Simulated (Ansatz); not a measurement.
# CH5 radical (built from SMILES [CH3].[H][H]): single points off equilibrium

A test off equilibrium: a displaced guess of a reacting structure is computed at several levels, and each is set against CCSD(T).

Method: single points in def2-TZVPP; program: Ansatz 0.2.0, Gaussian basis.

Cores are frozen in the correlated methods. Orbitals are unrestricted.

### 1 The starting structure

6 atoms, charge 0, spin multiplicity 2.

Atoms are counted from 1 here; the program's logs count them from 0.

Bond lengths: H1–C3 1.200 Å, C3–H4 1.239 Å, C3–H5 1.172 Å, C3–H6 0.815 Å. Angles: H1–C3–H4 95.2°, H1–C3–H5 106.2°, H1–C3–H6 129.0°, H4–C3–H5 94.9°, H4–C3–H6 113.4°, H5–C3–H6 112.0°.

As a file:

```xyz
6
charge 0, multiplicity 2
H    -0.4919   -0.6345    0.0438
H    -1.2350   -1.3641    0.5226
C     0.1772    0.3620    0.0442
H     1.2536   -0.2266   -0.1284
H     0.1232    0.7932   -1.0444
H     0.2175    0.9526    0.6045
```

### 2 CCSD(T)/def2-TZVPP

Contents of run/in.yaml:

```yaml
crystal:
  periodic: [false, false, false]
  atoms:
    - {symbol: H, position_ang: [-0.491900, -0.634500, 0.043800]}
    - {symbol: H, position_ang: [-1.235000, -1.364100, 0.522600]}
    - {symbol: C, position_ang: [0.177200, 0.362000, 0.044200]}
    - {symbol: H, position_ang: [1.253600, -0.226600, -0.128400]}
    - {symbol: H, position_ang: [0.123200, 0.793200, -1.044400]}
    - {symbol: H, position_ang: [0.217500, 0.952600, 0.604500]}
basis:
  gaussian: {orbitals: def2-TZVPP}
magnetization: {spin_polarized: true, initial_magnetization: 1}
correlation: {method: ccsd_t}
scf: {omitted_lower_state_checks: [cluster_reference]}
output: {forces: true}
```

The command line of these runs was not kept.

### 3 PBE0-D4/def2-TZVPP

Changes to run/in.yaml since step 2:

```diff
@@ -12,4 +12,3 @@
 magnetization: {spin_polarized: true, initial_magnetization: 1}
-correlation: {method: ccsd_t}
-scf: {omitted_lower_state_checks: [cluster_reference]}
-output: {forces: true}
+hamiltonian: {xc: pbe0, dispersion: d4}
+output: {forces: true, orbitals: {seedname: orbitals}}
```

### 4 wB97M-V/def2-TZVPP

Changes to run/in.yaml since step 3:

```diff
@@ -12,3 +12,3 @@
 magnetization: {spin_polarized: true, initial_magnetization: 1}
-hamiltonian: {xc: pbe0, dispersion: d4}
-output: {forces: true, orbitals: {seedname: orbitals}}
+hamiltonian: {xc: {name: wB97M-V}}
+output: {forces: true}
```

### 5 r2SCAN-D4/def2-TZVPP

Changes to run/in.yaml since step 4:

```diff
@@ -12,3 +12,3 @@
 magnetization: {spin_polarized: true, initial_magnetization: 1}
-hamiltonian: {xc: {name: wB97M-V}}
+hamiltonian: {xc: r2scan, dispersion: d4}
 output: {forces: true}
```

### 6 PBE-D4/def2-TZVPP

Changes to run/in.yaml since step 5:

```diff
@@ -12,3 +12,3 @@
 magnetization: {spin_polarized: true, initial_magnetization: 1}
-hamiltonian: {xc: r2scan, dispersion: d4}
+hamiltonian: {xc: pbe, dispersion: d4}
 output: {forces: true}
```

### 7 revPBE-D4/def2-TZVPP

Changes to run/in.yaml since step 6:

```diff
@@ -12,3 +12,3 @@
 magnetization: {spin_polarized: true, initial_magnetization: 1}
-hamiltonian: {xc: pbe, dispersion: d4}
+hamiltonian: {xc: {name: revPBE}, dispersion: d4}
 output: {forces: true}
```

### 8 HSE06-D4/def2-TZVPP

Changes to run/in.yaml since step 7:

```diff
@@ -12,3 +12,3 @@
 magnetization: {spin_polarized: true, initial_magnetization: 1}
-hamiltonian: {xc: {name: revPBE}, dispersion: d4}
+hamiltonian: {xc: hse06, dispersion: d4}
 output: {forces: true}
```

(Steps that only read results are left out.)

What does the calculation give? Wanted: energy less free atoms, CCSD(T)/def2-TZVPP; RMS force component; RMS force error; HOMO and LUMO, PBE0-D4; T1 diagnostic.

The runs gave:

| quantity | value |
| --- | --- |
| energy less free atoms, CCSD(T)/def2-TZVPP | -1399.4 kJ/mol |
| RMS force component | 8.040 to 8.137 eV/Å over the methods |
| RMS force error | PBE0-D4 0.099, wB97M-V 0.114, r2SCAN-D4 0.156, PBE-D4 0.219, revPBE-D4 0.241, HSE06-D4 0.101 eV/Å |
| HOMO and LUMO, PBE0-D4 | -7.06 and -1.96 eV |
| T1 diagnostic | 0.013 |

Against CCSD(T) the functionals' energies less atoms differ by -55.2 to -29.4 kJ/mol, PBE-D4 by -55.2 kJ/mol. The reference is not at the basis limit: in triple zeta CCSD(T) underbinds, which counts against methods that bind more; the gaps are no ranking. On forces the order runs from PBE0-D4 to revPBE-D4. Frozen-core CCSD(T) forces in triple zeta carry basis errors of their own, and this is one geometry, so small gaps rank nothing.
